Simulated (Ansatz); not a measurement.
## fcc Ir

Level of theory: PBEsol (Ansatz, a first-principles code, PAW).

Run with plane-wave cutoff 500 eV, 8×20×1 k mesh (along the axes of the cell as run), Fermi–Dirac smearing 0.1 eV, scalar-relativistic PAW data made under PBE.

Cell: relaxed at this level.

* **surface energy of the (221) face**: 3.06 J/m²
* **work function of the (221) face**: 5.30 eV

The slab of 18 atoms is relaxed and unreconstructed.

Spin–orbit coupling is not included.

The result took roughly 2.0 core-hours.
